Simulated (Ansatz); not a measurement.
For bcc Nb, r²SCAN-D4 (Ansatz, a quantum-chemistry and plane-wave program, PAW) gives:

```
Property             Result
------------------  -------
lattice constant a  3.298 Å
bulk modulus B0     175 GPa
```

Q: What does B3LYP (VWN-RPA form) (plane waves, PAW; Ansatz) give for the same quantities?

A: 
- lattice constant a: 3.333 Å (grows by 1.1 %)
- bulk modulus: 158 GPa (shrinks by 9.7 %)

For comparison: lattice constant a 3.294 Å (measured, static lattice: zero-point anharmonic expansion removed; as tabulated in Mejia-Rodriguez and Trickey (2018), arXiv:1807.09216); bulk modulus 173 GPa (measured, 0 K value with the zero-point phonon effect removed; as tabulated in Mejia-Rodriguez and Trickey (2018), arXiv:1807.09216).

Changes are worked out from the printed values.

Unless a cell is named, each level is at its own relaxed cell (r²SCAN-D4 17.93, B3LYP (VWN-RPA form) 18.51 Å³/atom).

Ansatz's density-functional and Hartree–Fock values are scalar-relativistic unless marked +SOC, with PAW data made under PBE.
